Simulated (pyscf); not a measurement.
**Addition across a multiple bond or ene-type step: F–Mo(F)(F)(F)=S (SMILES [F][Mo]([F])([F])([F])=[S]) + HF (SMILES F) → F–Mo(F)(F)(F)(F)–SH (SMILES [F][Mo]([F])([F])([F])([F])[SH])**

Gas phase, singlet surface, charge 0. Bonds broken: F7–H8. Bonds formed: S1–H8, Mo2–F7. Structures and frequencies: ωB97X-D3(BJ)/def2-SVP in PySCF.

Transition state (Å):

```xyz
8

S      1.2940    -0.2550     0.3397
Mo    -0.8503     0.0541    -0.0999
F     -1.3184    -1.6971    -0.3557
F     -2.1057     0.4058    -1.3795
F     -1.4501    -0.1652     1.5902
F     -0.9330     1.8497     0.2441
F      0.1717     0.2525    -1.8907
H      1.1846     0.0128    -1.1434
```

One imaginary mode, 1111i cm⁻¹; descent along it reached the two sides named, in the forms told below.

```json
[
 {"bond": "F7–H8", "change": "breaks", "reactant side (Å)": "0.928", "saddle": "1.281", "product side": "2.278"},
 {"bond": "S1–H8", "change": "forms", "reactant side (Å)": "3.4", "saddle": "1.511", "product side": "1.347"},
 {"bond": "Mo2–F7", "change": "forms", "reactant side (Å)": "3.4", "saddle": "2.071", "product side": "1.835"}
]
```

Electronic energies relative to the separated reactants (kJ/mol):

| level | barrier | reaction energy | reverse barrier |
|---|---|---|---|
| ωB97X-D3(BJ)/def2-TZVP | 125.7 | +46.0 | 79.7 |
| PBE/def2-TZVP | 92.2 | +29.4 | 62.8 |
| r²SCAN/def2-TZVP | 92.2 | +21.2 | 71.0 |
| B3LYP-D3(BJ)/def2-TZVP | 120.3 | +44.1 | 76.2 |
| PBE0-D3(BJ)/def2-TZVP | 116.3 | +46.1 | 70.2 |
| M06-2X/def2-TZVP | 149.6 | +80.7 | 68.9 |
| ωB97M-D3(BJ)/def2-TZVP | 132.3 | +55.7 | 76.5 |
| HF/def2-TZVP | 220.1 | +107.0 | 113.1 |

With ωB97M-D3(BJ)/def2-TZVP energies and thermal terms (ideal gas, 1 atm, RRHO with modes under 100 cm⁻¹ raised to 100, one conformer, R ln 2 for rigid chiral ones), in kJ/mol:

```
T (K)    ΔH‡    ΔG‡     ΔH      ΔG
-----  -----  -----  -----  ------
298    123.0  164.0  +56.1   +94.3
600    122.6  205.9  +57.7  +132.5
900    124.1  247.3  +60.9  +169.2
1200   126.4  288.0  +64.8  +204.7
```

On the reactant side the descent ends in a complex (not fully relaxed), 17.1 kJ/mol under the separated species and 142.8 kJ/mol under the saddle at ωB97X-D3(BJ)/def2-TZVP. This is the saddle that the search found; another between the same sides may lie lower. Elements past Kr carry the def2 core potentials, without spin-orbit coupling.
